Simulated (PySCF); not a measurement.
Match the calculated data to a structure.

All candidates are C4H4N2.

| technique | computed result |
| --- | --- |
| Triplet | lowest triplet excitation (Tamm–Dancoff): 3.27 eV [TDA PBE0/def2-SVPD] |
| Rotational structure | rotational constants A, B, C: 6.475, 6.055, 3.129 GHz [GFN2-xTB] |
| Polarisability | 56.0 au [PBE0/def2-SVPD] |
| UV, first state | lowest singlet excitation: 3.99 eV (311 nm, f = 0.005) [TDDFT PBE0/def2-SVPD] |
| UV, strongest line | among the 8 lowest singlet transitions: S3 at 5.62 eV (221 nm, f = 0.103) [TDDFT PBE0/def2-SVPD] |
| Dipole | 0.00 D [PBE0/def2-SVPD] |

Gas-phase values; electronic properties from PySCF, density fitting. Levels stand in brackets. Isolated species at its GFN2-xTB geometry, gas phase.

Question: Which candidate is it?
A. `N#CC[C@H]1C=N1`
B. `c1cnccn1`
C. `c1ccnnc1`

Answer: B. It is `c1cnccn1`. Numbering: `[cH:1]1[cH:2][n:3][cH:4][cH:5][n:6]1`. Its formula, C4H4N2, gives 4 degrees of unsaturation: 1 ring and 3 π bonds in the structure found (Kekulé form). S1 is mainly HOMO→LUMO (weight 1.00); the largest Löwdin shares of the orbital it empties are 0.28 on each of 2 atoms of one kind (pyridine-type nitrogen), of the orbital it fills 0.25 on each of 2 atoms of one kind (pyridine-type nitrogen). The vanishing dipole is forced by symmetry. The optimised geometry has point group D2h and is an asymmetric top.

The others, at the same levels:
- `c1ccnnc1` fails: its computed lowest singlet excitation is 3.42 eV (363 nm, f = 0.004) (against 3.99 eV), lowest triplet excitation (Tamm–Dancoff) is 2.63 eV (against 3.27 eV) and strongest line among the 8 lowest singlet transitions is S4 at 5.88 eV (211 nm, f = 0.022) (against S3 at 5.62 eV).
- `N#CC[C@H]1C=N1` fails: its computed lowest singlet excitation is 5.03 eV (247 nm, f = 0.000) (against 3.99 eV), lowest triplet excitation (Tamm–Dancoff) is 4.23 eV (against 3.27 eV) and static isotropic polarisability is 52.4 au (against 56.0 au).

Each candidate is one conformer, not necessarily the lowest. The conformers computed, where there is a choice (atom-mapped SMILES and torsion angles):
- `[N:1]#[C:2][CH2:3][C@H:4]1[CH:5]=[N:6]1`: C2–C3–C4–C5 86°
